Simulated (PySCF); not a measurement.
Job file and geometry (Å, from GFN2-xTB) of an NMR shielding run on SMILES C1CCCCC1, C6H12, GIAO PBE0/pcSseg-1 NMR shielding, non-relativistic, gas phase (PySCF); density fitting, a coarse starting grid and PySCF grid level 2 are the driver's defaults:

```
{"job": {"kind": "nmr", "xc": "PBE0", "basis": "pcSseg-1"}, "charge": 0, "multiplicity": 1}
C      1.323558    -0.611187    -0.158883
C      1.167981     0.834911     0.302310
C     -0.113898     1.439291    -0.263361
C     -1.324966     0.612181     0.157627
C     -1.168958    -0.834220    -0.302503
C      0.113051    -1.438930     0.262434
H      1.416058    -0.634990    -1.247456
H      2.234471    -1.040534     0.264130
H      2.029880     1.423640    -0.019558
H      1.131483     0.864438     1.394052
H     -0.227387     2.468366     0.084621
H     -0.052108     1.460572    -1.354094
H     -2.235691     1.041140    -0.266163
H     -1.419040     0.637427     1.245847
H     -2.031376    -1.423105     0.017719
H     -1.130956    -0.863617    -1.394091
H      0.226188    -2.467453    -0.087487
H      0.052951    -1.461614     1.353199
```

**Question.** Write the output of this run.

**Answer.** 
```
coarse grid: 13960 points
cycle   1  E = -235.4667560999  dE =  5.721e-01  |g| = 4.144e-01  |ddm| = 3.570e+00
cycle   2  E = -235.4466154280  dE =  2.014e-02  |g| = 5.165e-01  |ddm| = 8.300e-01
cycle   3  E = -235.5154023034  dE = -6.879e-02  |g| = 3.869e-02  |ddm| = 4.724e-01
cycle   4  E = -235.5157066159  dE = -3.043e-04  |g| = 6.308e-03  |ddm| = 4.381e-02
cycle   5  E = -235.5157160045  dE = -9.389e-06  |g| = 3.981e-04  |ddm| = 8.659e-03
final grid: 131712 points
cycle   6  E = -235.5540447226  dE = -5.965e-05  |g| = 9.167e-03  |ddm| = 3.481e-02
cycle   7  E = -235.5540322563  dE =  1.247e-05  |g| = 1.167e-02  |ddm| = 1.773e-02
cycle   8  E = -235.5540667119  dE = -3.446e-05  |g| = 5.537e-04  |ddm| = 9.915e-03
cycle   9  E = -235.5540667781  dE = -6.620e-08  |g| = 5.854e-05  |ddm| = 6.763e-04
cycle  10  E = -235.5540667789  dE = -7.627e-10  |g| = 1.406e-05  |ddm| = 8.416e-05
converged SCF energy = -235.5540667789

GIAO shielding tensors (ppm)
atom      isotropic    diamagn.    paramagn.     s11        s22        s33       span
  0 C      155.996     246.744     -90.749    151.198    156.421    160.367      9.169
  1 C      156.042     246.727     -90.685    151.225    156.487    160.414      9.189
  2 C      156.030     246.730     -90.700    151.185    156.510    160.394      9.209
  3 C      156.073     246.727     -90.655    151.259    156.555    160.404      9.145
  4 C      156.029     246.727     -90.698    151.208    156.500    160.380      9.172
  5 C      156.055     246.727     -90.672    151.253    156.514    160.397      9.144
  6 H       30.527      30.771      -0.243     27.147     28.441     35.995      8.848
  7 H       29.958      29.703       0.255     25.230     27.828     36.817     11.587
  8 H       29.961      29.700       0.261     25.236     27.825     36.822     11.585
  9 H       30.528      30.762      -0.234     27.147     28.433     36.003      8.856
 10 H       29.961      29.699       0.262     25.234     27.827     36.822     11.588
 11 H       30.530      30.770      -0.240     27.150     28.440     36.000      8.850
 12 H       29.963      29.698       0.265     25.235     27.828     36.826     11.591
 13 H       30.532      30.768      -0.236     27.150     28.440     36.005      8.855
 14 H       29.959      29.696       0.264     25.232     27.826     36.821     11.589
 15 H       30.530      30.770      -0.240     27.149     28.443     35.998      8.849
 16 H       29.962      29.700       0.262     25.235     27.826     36.823     11.588
 17 H       30.530      30.765      -0.235     27.147     28.438     36.005      8.858
```

**Question.** Turn these shieldings into chemical shifts. Referencing at the same level of theory: ¹³C (σref 186.93) and ¹H (σref 31.72) vs TMS.

**Answer.** Averaging equivalent atoms: C 0/1/2/3/4/5: 30.9; H 6/7/8/9/10/11/12/13/14/15/16/17: 1.47 ppm. 

Size and cost of the density-fitted run: 162 basis functions, 43 s wall time on 1 thread of an Arm Neoverse V1, shared host.
